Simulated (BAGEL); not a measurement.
**HF/STO-3G (density fitting with qzvpp-jkfit) run of BH2SF (SMILES FBS)**

Aim: the vertical singlet–triplet gap of BH2SF at HF/STO-3G (density fitting with qzvpp-jkfit), from 2 runs. 

The results are computed with BAGEL 1.2.2.

**1. The system as given**

The species is BH2SF (5 atoms), meant as a singlet with charge 0. SMILES: `FBS`. Geometry: relaxed at PBE0-D4/def2-TZVP. This is one conformer, not always the lowest.

Bond lengths: F1–B2 1.322 Å, B2–S3 1.794 Å, B2–H4 1.194 Å, S3–H5 1.342 Å. Angles: F1–B2–S3 117.9°, F1–B2–H4 119.5°, S3–B2–H4 122.6°, B2–S3–H5 94.9°.

**2. The energy at HF/STO-3G (density fitting with qzvpp-jkfit)**

The input, hf.json:

```json
{ "bagel" : [

{
  "title" : "molecule",
  "basis" : "sto-3g",
  "df_basis" : "qzvpp-jkfit",
  "angstrom" : true,
  "geometry" : [
    { "atom" : "F", "xyz" : [      -1.119100,      -0.905900,      -1.069200 ] },
    { "atom" : "B", "xyz" : [      -0.412800,      -0.339100,      -0.106100 ] },
    { "atom" : "S", "xyz" : [       0.972400,       0.698600,      -0.579400 ] },
    { "atom" : "H", "xyz" : [      -0.712000,      -0.530900,       1.033700 ] },
    { "atom" : "H", "xyz" : [       1.321400,       1.003700,       0.679600 ] }
  ]
},

{ "title" : "hf" },

{ "title" : "print", "file" : "orbitals.molden", "orbitals" : true }

]}
```

Command:

```sh
$ BAGEL_NUM_THREADS=1 BAGEL hf.json > hf.out
```

Output:

```text
* using 1 threads per process

  ===============================================================
  ===============================================================

  *** Geometry ***

  { "atom" : "F", "xyz" : [     -2.114793,     -1.711903,     -2.020495 ] },
  { "atom" : "B", "xyz" : [     -0.780079,     -0.640806,     -0.200500 ] },
  { "atom" : "S", "xyz" : [      1.837570,      1.320163,     -1.094907 ] },
  { "atom" : "H", "xyz" : [     -1.345485,     -1.003256,      1.953410 ] },
  { "atom" : "H", "xyz" : [      2.497084,      1.896718,      1.284258 ] },

  Number of auxiliary basis functions:      316

  Since a DF basis is specified, we compute 2- and 3-index integrals:
    o Being stored without compression. Storage requirement is 0.001 GB

  Number of basis functions:       21
  Number of electrons      :       32

    * METHOD: MOLECULE                             0.10

  *** RHF ***

  === Nuclear Repulsion ===
    86.6356269125

      * DIIS with orbital gradients will be used.

  === RHF iteration (sto-3g) ===
      0       -516.75062500          0.02203155           0.01
      1       -516.81850808          0.00630887           0.01
      2       -516.82388176          0.00110863           0.01
      3       -516.82416668          0.00013563           0.01
      4       -516.82417283          0.00004717           0.01
      5       -516.82417363          0.00001024           0.01
      6       -516.82417367          0.00000248           0.01
      7       -516.82417367          0.00000043           0.01
      8       -516.82417367          0.00000013           0.01
      9       -516.82417367          0.00000004           0.01
     10       -516.82417367          0.00000001           0.01
     11       -516.82417367          0.00000000           0.01
    * SCF iteration converged.

    * Permanent dipole moment:
           (   -0.088568,    -0.079665,    -0.390985) a.u.

    * METHOD: HF                                   0.17

    * METHOD: PRINT                                0.00

  ===============================================================
```

Run time: 0.44 s. Hardware: 1 thread of Arm Neoverse N1, shared host.

**3. The triplet at the same level**

hf.json: that of step 2 with these lines changed.

```diff
@@ -6,3 +6,3 @@
   "df_basis" : "qzvpp-jkfit",
-  "angstrom" : true,
+  "angstrom" : "true",
   "geometry" : [
@@ -16,5 +16,12 @@
 
-{ "title" : "hf" },
+{
+  "title" : "uhf",
+  "nopen" : 2
+},
 
-{ "title" : "print", "file" : "orbitals.molden", "orbitals" : true }
+{
+  "title" : "print",
+  "file" : "orbitals.molden",
+  "orbitals" : "true"
+}
```

Command:

```sh
$ BAGEL_NUM_THREADS=1 BAGEL hf.json > hf.out
```

Output:

```text
* using 1 threads per process

  ===============================================================
  ===============================================================

  *** Geometry ***

  { "atom" : "F", "xyz" : [     -2.114793,     -1.711903,     -2.020495 ] },
  { "atom" : "B", "xyz" : [     -0.780079,     -0.640806,     -0.200500 ] },
  { "atom" : "S", "xyz" : [      1.837570,      1.320163,     -1.094907 ] },
  { "atom" : "H", "xyz" : [     -1.345485,     -1.003256,      1.953410 ] },
  { "atom" : "H", "xyz" : [      2.497084,      1.896718,      1.284258 ] },

  Number of auxiliary basis functions:      316

  Since a DF basis is specified, we compute 2- and 3-index integrals:
    o Being stored without compression. Storage requirement is 0.001 GB

  Number of basis functions:       21
  Number of electrons      :       32

    * METHOD: MOLECULE                             0.10

  *** Open-shell HF ***

  === Nuclear Repulsion ===
    86.6356269125

      * DIIS with orbital gradients will be used.

  === UHF iteration (sto-3g) ===
      0       -516.54015221          0.03406622           0.01
      1       -516.60110774          0.00671587           0.01
      2       -516.60395959          0.00177357           0.01
      3       -516.60439850          0.00042663           0.01
      4       -516.60450314          0.00018876           0.01
      5       -516.60454823          0.00007948           0.01
      6       -516.60455591          0.00000899           0.01
      7       -516.60455602          0.00000173           0.01
      8       -516.60455607          0.00000049           0.01
      9       -516.60455609          0.00000026           0.01
     10       -516.60455609          0.00000011           0.01
     11       -516.60455609          0.00000008           0.01
     12       -516.60455609          0.00000005           0.01
     13       -516.60455609          0.00000003           0.01
     14       -516.60455609          0.00000002           0.01
     15       -516.60455609          0.00000001           0.01
    * SCF iteration converged.

    * S^2 (UHF) is 2.0142

    * Permanent dipole moment:
           (   -1.705191,    -1.297562,    -0.055700) a.u.

    * METHOD: UHF                                  0.29

    * METHOD: PRINT                                0.00

  ===============================================================
```

Run time: 0.56 s. Hardware: 1 thread of Arm Neoverse N1, shared host.

**4. What came out**

Level: HF/STO-3G (density fitting with qzvpp-jkfit).

| quantity | value |
| --- | --- |
| singlet: total energy | -516.82417 Eh |
| singlet: dipole moment | 1.04 D |
| singlet: HOMO energy | -8.00 eV |
| singlet: LUMO energy | 7.90 eV |
| singlet: HOMO–LUMO gap | 15.89 eV |
| triplet: total energy | -516.60456 Eh |
| triplet: dipole moment | 5.45 D |
| triplet: ⟨S²⟩ | 2.014 |
| vertical energy of the triplet above the singlet | 5.976 eV |

What this shows: At this shape the triplet lies 5.98 eV (577 kJ/mol) above the singlet. In a minimal basis such a difference can be off by several eV, whatever the method.
